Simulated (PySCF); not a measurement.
Gas-phase XPS of `FC(F)(F)C[S-]`, computed

C2H2F3S (charge -1).
Cartesian coordinates in Å at the PBE0-D3(BJ)/def2-SVP level; atoms count from 1:
```
atom  x, y, z in Å
F1     0.3935    1.0258   -1.3551
C2    -0.1879    0.0158   -0.6920
F3    -1.5113    0.1540   -0.8583
F4     0.1429   -1.1106   -1.3993
C5     0.2400   -0.0929    0.7455
S6    -0.1639    1.3288    1.7727
H7     1.3291   -0.3069    0.6807
H8    -0.2211   -1.0443    1.0884
```

Method used: PySCF 2.14.0, delta-SCF UKS SCAN, pcX-2 on the ionised atom, pcseg-1 elsewhere, spin-free X2C. Each binding energy is the total energy of the core-ionised species, with the hole localised on one atom, minus that of the ground state; both are solved self-consistently, so orbital relaxation is included.

**Question.** Give the core binding energies atom by atom.

**Answer.** 
```csv
atom(s),environment,level,binding energy (eV),above the level's lowest (eV),count
S6,thiolate sulfur,S 1s,2469.31,0.00,1
F1/F3/F4,fluorine of a CF3 group,F 1s,689.41,0.00,3
C2,CF3 carbon,C 1s,293.22,+6.51,1
C5,sp3 carbon bound to sulfur,C 1s,286.71,0.00,1
```

The listed C 1s values span 6.51 eV, from C5 (bonded to S, C and 2 H) to C2 (bonded to 3 F and C). Summing the Pauling electronegativity differences to the bonded atoms, each weighted by its formal bond order, gives -0.67 for the lowest site and +4.29 for the highest.

**Question.** Which photon energy gives electrons from F 1s of F1/F3/F4 a kinetic energy of 100 eV, and what is their de Broglie wavelength?

**Answer.** hν = 689.41 + 100 = 789.41 eV, recoil neglected; λ = 12.264 Å/√(E/eV) = 1.23 Å.

One atom of each set of topologically equivalent atoms was ionised and stands for the set; in this conformer not all members are related by symmetry, and their own values weren't computed. Not every level is listed. The species carries charge -1, so core ionisation leaves a neutral species. The basis sets have no added diffuse functions. Geometry: PBE0-D3(BJ)/def2-SVP; no solvent, vibrations or thermal averaging. The geometry's basis has no diffuse functions, a weakness for an anion.
